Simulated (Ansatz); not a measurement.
**CH3+ (triplet): the correlation ladder at distance C1–H2 = 1.839 Å, cc-pVDZ**

How much of the correlation energy of CH3+ (triplet) does each wave-function method recover here?

Computed with Ansatz 0.2.0, Gaussian basis. Level: cc-pVDZ, core rule «outside noble gas», up to 1 orbitals frozen.

Plan: UHF; CCSD(T) on ROHF; CCSD(T) on UHF; BCCD(T) on ROHF; CISD; CCSDT(Q) on ROHF; CCSDT(Q) on UHF; CASSCF and MRCISD+Q, 4 electrons in 4 orbitals; CASSCF and NEVPT2, 4 electrons in 4 orbitals; CASSCF and MRCISD+Q, 6 electrons in 7 orbitals; CASSCF and MRCISD+Q(relaxed), 6 electrons in 7 orbitals; CASSCF and NEVPT2, 6 electrons in 7 orbitals; Full CI.

23 further runs of the same task are left out: 1 for a mislabelled method, 15 that didn't finish, 7 set aside as unsound or not needed.

**1. The system**

The geometry derives from a PBE0/def2-TZVP stationary point (not a proven minimum). One bond is set to the value named and the two fragments are kept rigid.

4 atoms, charge 1, spin multiplicity 3.

Atoms are counted from 1 here; the program's logs count them from 0.

Bond lengths: C1–H3 1.083 Å, C1–H4 1.170 Å. Angles: H3–C1–H4 144.3°.

**2. UHF**

Input file in.yaml:

```yaml
crystal:
  periodic: [false, false, false]
  atoms:
    - {symbol: C, position_ang: [0.000000, -0.026179, 0.091174]}
    - {symbol: H, position_ang: [0.000000, 1.047771, -1.401660]}
    - {symbol: H, position_ang: [0.000000, -0.026179, 1.174086]}
    - {symbol: H, position_ang: [0.000000, -0.709638, -0.858861]}
basis:
  gaussian: {orbitals: cc-pVDZ}
total_charge: 1
magnetization: {spin_polarized: true, initial_magnetization: 2}
hamiltonian: {xc: hf}
output: {orbitals: {seedname: orbitals}}
```

On the command line:

```bash
$ ansatz run in.yaml --threads 1 --pin off --events-out ev --progress --plain --max-ram 2393MiB
```

Further steps of the session: CCSD(T) on ROHF; CCSD(T) on UHF; BCCD(T) on ROHF; CISD; CCSDT(Q) on ROHF; CCSDT(Q) on UHF; CASSCF and MRCISD+Q, 4 electrons in 4 orbitals; CASSCF and NEVPT2, 4 electrons in 4 orbitals; CASSCF and MRCISD+Q, 6 electrons in 7 orbitals; CASSCF and MRCISD+Q(relaxed), 6 electrons in 7 orbitals; CASSCF and NEVPT2, 6 electrons in 7 orbitals; Full CI.

Q: Predict the results of all the runs planned. Wanted: FCI below the RHF energy; RMP2 from FCI; UMP2 from FCI; RCCSD from FCI; RCCSD(T) from FCI; UCCSD(T) from FCI; RCCSDT(Q) from FCI; UCCSDT(Q) from FCI; NEVPT2 pair from FCI.

**Answer**, as computed:

```
                         quantity                                                                                                           value
         FCI below the RHF energy                                                                                                      -3.4036 eV
                    RMP2 from FCI                                                                                                    +75.8 kJ/mol
                    UMP2 from FCI                                                                                                    +73.5 kJ/mol
                   RCCSD from FCI                                                                                                     +8.0 kJ/mol
                RCCSD(T) from FCI                                                                                                     +2.0 kJ/mol
                UCCSD(T) from FCI                                                                                                     +1.9 kJ/mol
               RCCSDT(Q) from FCI                                                                                                      0.0 kJ/mol
               UCCSDT(Q) from FCI                                                                                                      0.0 kJ/mol
             NEVPT2 pair from FCI                                                                                                    +72.7 kJ/mol
          NEVPT2 valence from FCI                                                                                                    +40.3 kJ/mol
        MRCISD+Q valence from FCI                                                                                                     +1.9 kJ/mol
levels within 1 kcal/mol (43 meV)  RCCSD(T), UCCSD(T), BCCD(T), RCCSDT, UCCSDT, RCCSDT(Q), UCCSDT(Q), MRCISD+Q valence, MRCISD+Q(relaxed) valence
                    T1 diagnostic                                                                                                           0.042
   effectively unpaired electrons                                                                                                            2.03
```

**Reading.** RCCSD(T) misses by +2.0 kJ/mol, 0.6 % of the correlation energy. MRCISD+Q(relaxed) valence falls below full CI: the +Q correction isn't variational, and the cores differ from full CI's. The occupations are near whole numbers, but T1 = 0.042 shows that the orbitals relax strongly. Of the multireference levels listed MRCISD+Q(relaxed) valence comes nearest in total energy (-1.4 kJ/mol), which doesn't show that its space is the better one. These misses are within one basis, not against nature; the frozen cores of restricted and unrestricted runs differ, which can shift their rows.
